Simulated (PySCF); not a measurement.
CN, SMILES `N#[C]` (charge 0, multiplicity 2)

All values below come from PBE0-D4/def2-TZVP (PySCF 2.14.0).

* **highest occupied spin orbital**: -10.83 eV
* **dipole moment**: 1.49 D
* **total energy**: -92.6341 Ha
* **cost**: around 9 core-seconds (rough)

```xyz
2

C      0.5801     0.0000     0.0000
N     -0.5801     0.0000     0.0000
```
Charge 0, spin multiplicity 2.
